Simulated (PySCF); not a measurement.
Species: C₂H₃N₃.
Numbering: `[cH:1]1[n:2][cH:3][nH:4][n:5]1` (hydrogens: H6 on C1; H7 on C3; H8 on N4)

Theory: PBE0-D3(BJ)/def2-SVP geometry optimisation, gas phase (PySCF).

Q: What internal coordinates does the optimisation give?

A: 
```json
{"bond": "C1–N2", "length (Å)": "1.356", "order": "aromatic"}
{"bond": "N2–C3", "length (Å)": "1.314", "order": "aromatic"}
{"bond": "C3–N4", "length (Å)": "1.348", "order": "aromatic"}
{"bond": "N4–N5", "length (Å)": "1.334", "order": "aromatic"}
{"bond": "C1–N5", "length (Å)": "1.320", "order": "aromatic"}
{"bond": "C1–H6", "length (Å)": "1.090", "order": "single"}
{"bond": "C3–H7", "length (Å)": "1.090", "order": "single"}
{"bond": "N4–H8", "length (Å)": "1.013", "order": "single"}
```

Orders are formal, as drawn. A selection of angles:
```json
{"angle": "N2–C1–N5", "degrees": "114.9"}
{"angle": "N2–C1–H6", "degrees": "123.4"}
{"angle": "N5–C1–H6", "degrees": "121.7"}
{"angle": "C1–N2–C3", "degrees": "102.8"}
{"angle": "N2–C3–N4", "degrees": "109.5"}
{"angle": "N2–C3–H7", "degrees": "127.0"}
{"angle": "N4–C3–H7", "degrees": "123.5"}
{"angle": "C3–N4–N5", "degrees": "110.6"}
{"angle": "C3–N4–H8", "degrees": "129.1"}
{"angle": "N5–N4–H8", "degrees": "120.3"}
{"angle": "C1–N5–N4", "degrees": "102.2"}
```

N5 (pyridine-type nitrogen) is bent (angle 102.2°). The 5-membered ring C1–N2–C3–N4–N5 has internal angles of 102.2° to 114.9° (sum 540°, against 540° for a flat polygon); it is planar, 0.00 Å rms from its mean plane, widest ring torsion 0°. N2 (pyridine-type nitrogen) is bent (angle 102.8°). The 5 heavy atoms lie in one plane (0.000 Å rms). N4 (pyrrole-type nitrogen) is planar (angles 129.1°, 120.3° and 110.6°, sum 360.0°, 0.00 Å off the plane of its three neighbours). The 4 C–N bonds span 1.314 Å (N2–C3, aromatic) to 1.356 Å (C1–N2, aromatic), a spread of 0.042 Å.

Point group: Cs (every atom within 0.08 Å of its image). Whether it is a minimum is left open (no frequencies).

The run took 20 s on one thread, Arm Neoverse V1 (aarch64), on a shared host, and the process peaked at 0.35 GiB of memory. These figures are those of the optimisation.
